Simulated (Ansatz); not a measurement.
**NH₂O (doublet): wave-function methods side by side at distance N1–O2 = 4.693 Å, cc-pVDZ**

An exercise on one series of results from a longer session: the logs are not shown, and one member is left open.

The runs use Ansatz 0.2.0, Gaussian basis; cc-pVDZ, core rule «outside noble gas», up to 2 orbitals frozen.

The runs, in order: UHF; CCSD(T) on UHF; BCCD(T) on ROHF; CISD; CCSDT(Q) on ROHF; CCSDT(Q) on UHF; CASSCF and MRCISD+Q, 3 electrons in 3 orbitals; CASSCF and NEVPT2, 3 electrons in 3 orbitals; CASSCF and MRCISD+Q, 13 electrons in 10 orbitals; CASSCF and NEVPT2, 13 electrons in 10 orbitals.

32 further runs of the same task are left out: 3 for a known fault of the program, 1 for a mislabelled method, 22 that didn't finish, 6 set aside as unsound or not needed.

## The geometry

The geometry derives from a PBE0/def2-TZVP stationary point (not a proven minimum). One bond is set to the value named and the two fragments are kept rigid.

4 atoms, charge 0, spin multiplicity 2.

Atoms are counted from 1 here; the program's logs count them from 0.

Bond lengths: N1–H3 1.026 Å, O2–H4 0.964 Å.

Set-up of the first run:

Contents of in.yaml:

```yaml
crystal:
  periodic: [false, false, false]
  atoms:
    - {symbol: N, position_ang: [0.000000, -0.586527, 2.282254]}
    - {symbol: O, position_ang: [0.000000, 0.546858, -2.271831]}
    - {symbol: H, position_ang: [0.000000, 0.341708, 2.719242]}
    - {symbol: H, position_ang: [0.000000, -0.302040, -2.729666]}
basis:
  gaussian: {orbitals: cc-pVDZ}
magnetization: {spin_polarized: true, initial_magnetization: 1}
hamiltonian: {xc: hf}
output: {orbitals: {seedname: orbitals}}
```

On the command line:

```sh
$ ansatz run in.yaml --threads 1 --pin off --events-out ev --progress --plain --max-ram 2393MiB
```

Steps of the session up to this table: UHF; CCSD(T) on UHF; BCCD(T) on ROHF; CISD; CCSDT(Q) on ROHF; CCSDT(Q) on UHF; CASSCF and MRCISD+Q, 3 electrons in 3 orbitals; CASSCF and NEVPT2, 3 electrons in 3 orbitals; CASSCF and MRCISD+Q, 13 electrons in 10 orbitals; CASSCF and NEVPT2, 13 electrons in 10 orbitals.

One table of the session follows, with a row left open; its other results are not shown here.

It belongs to the step «Misses and costs». 

| method | from UCCSDT(Q) (kcal/mol) |
| --- | --- |
| UHF | +182.25 |
| UMP2 | +23.94 |
| UCCSD | +2.53 |
| UCCSD(T) | +0.52 |
| BCCD(T) | +0.57 |
| UCCSDT | +0.22 |
| UCCSDT(Q) | 0 |
| CASSCF pair | +189.00 |
| NEVPT2 pair | +23.20 |
| MRCISD pair | ? |
| MRCISD+Q pair | +0.52 |
| CASSCF valence | +157.71 |
| NEVPT2 valence | +26.57 |
| MRCISD valence | +9.67 |
| MRCISD+Q valence | +0.33 |

Estimate the missing values for MRCISD pair.

The run gave: from UCCSDT(Q) (kcal/mol): +14.41. In the column «from UCCSDT(Q) (kcal/mol)» it lies between MRCISD valence (+9.67) and NEVPT2 pair (+23.20).

Not comparable, so not listed: CISD; CCSDT(Q) on ROHF (they don't share determinant, frozen orbitals or solution with the rows shown, or repeat one).

To keep in mind: The determinant is far from a pure spin state, so its energy mixes those of several spin states (harmless only where they are near-degenerate, as at dissociation). The report flags that the cluster equations may have other roots. The program flags BCCD(T) as in doubt, so those rows may rest on another solution; read them beside their warnings.
